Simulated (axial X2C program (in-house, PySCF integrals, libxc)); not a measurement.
## LiCl: cheaper levels and CCSD(T), two-component

Calculated with an axial X2C code built on PySCF integrals. Two-component (2c) means X2C with spin–orbit coupling and atomic mean-field two-electron Coulomb and Gaunt terms. Basis: Cl dyall-av3z [9s8p3d2f], Li dyall-cv3z [7s8p2d] (cores contracted in-house); Gaussian nuclei, density fitting, unrestricted open shells. Masses: Cl 34.969 u, Li 7.016 u.

State: Ω = 0 (closed shell); fragments Cl + Li.

```json
{"level": "PBE0", "Re (Å)": "2.019", "ωe (cm⁻¹)": "644.1", "De (eV)": "4.70"}
{"level": "HF", "Re (Å)": "2.037", "ωe (cm⁻¹)": "641.0", "De (eV)": "3.55"}
{"level": "MP2", "Re (Å)": "2.046", "ωe (cm⁻¹)": "627.5", "De (eV)": "4.79"}
{"level": "CCSD", "Re (Å)": "2.042", "ωe (cm⁻¹)": "630.8", "De (eV)": "4.60"}
{"level": "TPSS", "Re (Å)": "2.028", "ωe (cm⁻¹)": "631.7", "De (eV)": "4.77"}
```

Correlated methods: 8 electrons correlated (number of frozen shells: Cl 2 s, 1 p; Li 1 s), 170 virtual spin orbitals or spinors in MP2, 84 natural virtuals in coupled cluster.

CCSD(T), same Hamiltonian and basis:

Re = 2.045 Å, ωe = 627.2 cm⁻¹, De = 4.68 eV; T1 = 0.004 (Lee–Taylor normalisation).

Problem. Give the differences from CCSD(T) in the columns below.

Solution. 

```tsv
level	ΔRe (Å)	Δωe (cm⁻¹)	ΔDe (eV)
PBE0	-0.026	17	0.02
HF	-0.008	14	-1.13
MP2	0.001	0	0.11
CCSD	-0.003	4	-0.08
TPSS	-0.017	4	0.09
```

The state is a single determinant with fixed occupations, the lowest that a limited PBE0 search found. The closed shell is kept restricted, so the energy runs too high when the bond is stretched far. De is counted from the lowest determinant-based energies of the atoms at the same level, without counterpoise correction. Coupled cluster ran in a truncated set of natural virtual spinors; the MP2 energy of the rest was added. (T) has no such correction and the atoms are truncated less, which lowers De at CCSD(T) by a hundredth of an eV or more. A 2c atom that is not at its ground J level misses part of its spin–orbit lowering, and De is too large by that part (0.04 eV or less for light atoms). This holds for PBE0, TPSS. The functionals have no current-density term, which raises determinants with orbital currents, atoms included.
